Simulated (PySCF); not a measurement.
Gas-phase reaction: 2 CH₃SiH₃ ⇌ ethylsilane + SiH₄

Method: PySCF energies (xtb for GFN2) plus ideal-gas RRHO corrections (1 bar). † marks an energy on the PBE0/def2-TZVP geometry and frequencies; other levels use their own. MP2 freezes the core. 6-31G* has spherical d functions here. All species are closed-shell singlets. B3LYP is the form with VWN-RPA correlation. MP2 isn't extrapolated to the basis-set limit; its ΔH°(298 K) is 38.0 kJ in def2-SVP and 49.8 kJ in def2-TZVPP. The harmonic model lacks anharmonicity and excited electronic states, which grow with temperature; levels with a mode under 35 cm⁻¹ are left out. Internal rotation in CH₃SiH₃, ethylsilane is treated as a harmonic vibration of one conformer, which makes the entropy rough.

```tsv
level	ΔE electronic, kJ	ΔH°(298 K), kJ	ΔS°(298 K), J/K	ΔG°(1800 K), kJ
B3LYP/6-31G*	45	43	-8	61
B3LYP/def2-TZVP†	52	50	-8	68
GFN2-xTB	-14	-17	-11	5
HF/6-31G*	43	42	-9	62
M06-2X/def2-TZVP†	52	50	-8	68
MP2/def2-SVP†	40	38	-8	56
PBE/def2-SVP	44	42	-8	60
PBE0/def2-SVP†	45	43	-8	62
r2SCAN/def2-TZVP†	55	53	-8	71
ωB97X-V/def2-TZVP†	49	47	-8	66
```
ΔH° is lowest at GFN2-xTB and highest at r2SCAN/def2-TZVP†. No reference value is set beside these.
